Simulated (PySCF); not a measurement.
From orbital energies to excitation energies

Species: C3H4FP.
SMILES: `C[C@@H](F)C#P`

Computed with PySCF, TDDFT B3LYP/def2-SVPD, vertical, gas phase, core orbitals frozen in the response. Geometry: GFN2-xTB; no solvent, vibrations or thermal averaging.

Orbital energies (eV): HOMO-3 -9.97, HOMO-2 -9.59, HOMO-1 -7.87, HOMO -7.58, LUMO -1.88, LUMO+1 -1.51, LUMO+2 0.43.

Computed singlets:

| state | E (eV) | f |
| --- | --- | --- |
| S1 | 4.17 | 0.0001 |
| S2 | 4.64 | 0.0007 |
| S3 | 4.82 | 0.0002 |
| S4 | 6.63 | 0.011 |
| S5 | 6.98 | 0.100 |
| S6 | 7.03 | 0.016 |
| S7 | 7.06 | 0.242 |
| S8 | 7.22 | 0.301 |

**Question.** Which orbital pair leads each of S1, S3, S4, S5 and S6, and how does its energy difference Δε compare with the excitation energy?

**Answer.** 

```
state  leading configuration  weight  Δε (eV)  E (eV)  E − Δε (eV)       f        other configurations
   S1              HOMO→LUMO    0.95     5.70    4.17        -1.53  0.0001                           –
   S3          HOMO-1→LUMO+1    0.95     6.35    4.82        -1.53  0.0002                           –
   S4            HOMO-2→LUMO    0.97     7.71    6.63        -1.08   0.011                           –
   S5            HOMO-3→LUMO    0.64     8.09    6.98        -1.11   0.100  H-2→L+1 (12%), H→L+2 (11%)
   S6          HOMO-2→LUMO+1    0.83     8.07    7.03        -1.04   0.016                 H-3→L (12%)
```

E − Δε runs from -1.53 to -1.04 eV. 

H and L stand for HOMO and LUMO. The other states: S2 4.64 eV, f 0.0007, H-1→L (51%), H→L+1 (48%); S7 7.06 eV, f 0.242, H→L+2 (48%), H-3→L (22%), H→L+1 (11%); S8 7.22 eV, f 0.301, H→L+2 (36%), H-3→L+1 (22%), H→L+1 (15%).

**Question.** Which computed triplets share their leading configuration (75% or more) with a singlet, and how far apart are the partners?

**Answer.** 

```json
{"configuration": "HOMO→LUMO", "triplet": "T2", "E(T) (eV)": "3.63", "singlet": "S1", "E(S) (eV)": "4.17", "E(S) − E(T) (eV)": "+0.54"}
```

The 3 triplets are Tamm–Dancoff values, the singlets full response.

Summed over the main configurations (up to three a state, each over 8%) of all 8 singlets, the electron leaves HOMO with weight 2.65, HOMO-2 with weight 1.93, HOMO-1 with weight 1.46 and HOMO-3 with weight 1.20.
